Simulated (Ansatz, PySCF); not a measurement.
For antifluorite Mg2Si, Hartree–Fock (Ansatz, a first-principles code, PAW) gives:

| Quantity | Result |
|---|---|
| equilibrium lattice constant a | 6.441 Å |
| bulk modulus B0 | 56.8 GPa |

What does MP2 in PySCF (GTH pseudopotentials, Gaussian basis) give for the same quantities?


- lattice constant a: 6.353 Å (drops by 1.4 %)
- bulk modulus: 56.8 GPa (is nearly the same)

For comparison: bulk modulus 55 GPa (measured, temperature not stated, not corrected to a static lattice, our sources range from 47.0 to 55.0; as tabulated in Råsander and Moram (2015), arXiv:1505.02379).

Changes are worked out from the printed values.

Unless a cell is named, each level is at its own relaxed cell (Hartree–Fock 22.27, MP2 21.37 Å³/atom).

Ansatz's density-functional and Hartree–Fock values are scalar-relativistic unless marked +SOC, with PAW data made under PBE.
